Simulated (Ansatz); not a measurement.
Basis-set extrapolation for `[SiH3][SiH2]Cl` (PBE0-D4/def2-TZVP geometry, frozen core, Ansatz 0.2.0). Multiplicity 1, RHF reference.

|  | def2-TZVPP | def2-QZVPP |
| --- | --- | --- |
| HF | -1040.354055 | -1040.385014 |
| MP2 correlation | -0.442760 | -0.481620 |
| CCSD(T) correlation | -0.519367 | not run |

Energies in hartree. Use E(X) = E(∞) + A·exp(−7.88·√X) for Hartree–Fock and E(X) = E(∞) + B·X^(−2.97) for correlation, with X = 3 and 4, and add CCSD(T) minus MP2 of the smaller set to the MP2 limit.

**Question.** What is the CCSD(T) energy at the basis-set limit?

**Answer.** HF limit: -1040.385014 + (-0.030959) × 0.13774 = -1040.38928. MP2 limit: -0.481620 + (-0.038860) × 0.74074 = -0.51041. Higher-order term: -0.519367 − (-0.442760) = -0.07661. Total: -1040.97630 hartree, 270.1 kJ/mol below CCSD(T)/def2-TZVPP.
